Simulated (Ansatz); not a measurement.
# Structure relaxation of CsTi3

Level of theory: DFT r2SCAN, scalar-relativistic, plane waves, PAW in Ansatz 0.2.0. Cutoff 500 eV, Γ-centred k mesh, Gaussian smearing, no spin polarisation in the final step.

CsTi3 was placed on the Cu3Au (L1_2) structure type (Pm-3m, No. 221), with Cs in place of Au, Ti in place of Cu, at a guessed volume.

```
Cs Ti
1.0
     4.43157    0.00000    0.00000
     0.00000    4.43157    0.00000
     0.00000    0.00000    4.43157
Cs Ti
1 3
Direct
  0.00000 0.00000 0.00000
  0.00000 0.50000 0.50000
  0.50000 0.00000 0.50000
  0.50000 0.50000 0.00000
```

Cell and atoms relax at zero pressure; the relaxation can't lower the symmetry of the start.

The zero of energy is the elements' standard structures at the same level; no fitted shifts are applied.

Task: What does it relax into?

Result: It keeps Pm-3m (No. 221). The result has the Cu3Au (L1_2) structure. Conventional cell: a = 4.343 Å. Cs has 12 Ti at 3.07 Å; Ti is coordinated by 4 Cs at 3.07 Å and 8 Ti at 3.07 Å.

```xyz
4
Lattice="4.3426 0.0000 0.0000 0.0000 4.3426 0.0000 0.0000 0.0000 4.3426" Properties=species:S:1:pos:R:3 pbc="T T T"
Cs    0.0000    0.0000    0.0000
Ti    0.0000    2.1713    2.1713
Ti    2.1713    0.0000    2.1713
Ti    2.1713    2.1713    0.0000
```

Task: What are its volume, energy, density and gap?

Result: The volume per atom is 20.47 Å³ and the density is 5.61 g/cm³. The energy over the elements is 1.40 eV/atom and the gap on the 10×10×10 mesh is 0 eV (a metal).

The final run used a 10×10×10 mesh on its 4-atom cell and 0.10 eV smearing. The k mesh leaves about 4 meV/atom of noise in metals. Symmetry constrained the relaxation, so the result can be a saddle point.

Cost: 2 runs of about 1.8 core-minutes in all, on Arm Neoverse V1 (shared hosts).